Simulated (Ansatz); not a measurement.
A run of Ansatz (development build ahead of 0.2.0) on singlet SiO at this shape:

```xyz
2

Si   -0.0388   -0.0481   -0.8734
O    -0.0316   -0.0578    1.4899
```

Its results:

* Converged: yes
* Total energy: -363.36787 hartree
* Spin squared of the determinant: 0.000

Q: Which input gives this output? Name the method, the orbitals and the basis set, and write the input.

A: RHF in def2-SVP. An unrestricted run that stays on the closed shell gives the same numbers.

```yaml
crystal:
  periodic: [false, false, false]
  atoms:
    - { symbol: Si, position_ang: [-0.03878, -0.04815, -0.87336] }
    - { symbol: O, position_ang: [-0.03158, -0.05782, 1.48992] }
basis:
  gaussian: { orbitals: def2-SVP }
hamiltonian:
  xc: hf
```

Caution: stretched shape with no unrestricted run beside it, a lower state can exist.
